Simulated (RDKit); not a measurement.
Input file for RDKit: UFF on CH5N (SMILES CN).

```python
from rdkit import Chem
from rdkit.Chem import AllChem, rdDetermineBonds

blocks = [
'''7

N    -1.68327762   -0.41999695   -0.57915791
H    -0.69287862   -0.63221195   -0.60723091
H    -2.15826562   -1.30954395   -0.50232291
C    -1.96560862    0.38175505    0.60907609
H    -3.03145362    0.59606305    0.65886409
H    -1.67061662   -0.07190595    1.56104809
H    -1.45283262    1.33817605    0.52464809
''',
]
mol = None
for b in blocks:
    f = Chem.MolFromXYZBlock(b)
    rdDetermineBonds.DetermineBonds(f, charge=0)
    mol = f if mol is None else Chem.CombineMols(mol, f)
Chem.SanitizeMol(mol)
print(Chem.MolToSmiles(Chem.RemoveHs(mol)))
ff = AllChem.UFFGetMoleculeForceField(mol, vdwThresh=100.0, ignoreInterfragInteractions=False)
e = ff.CalcEnergy()
print(f'UFF energy {e:.6f} kcal/mol')
```

Output:

```
CN
UFF energy 3.124845 kcal/mol
```

The run finished.

Cost: very roughly 0.020 core-seconds.
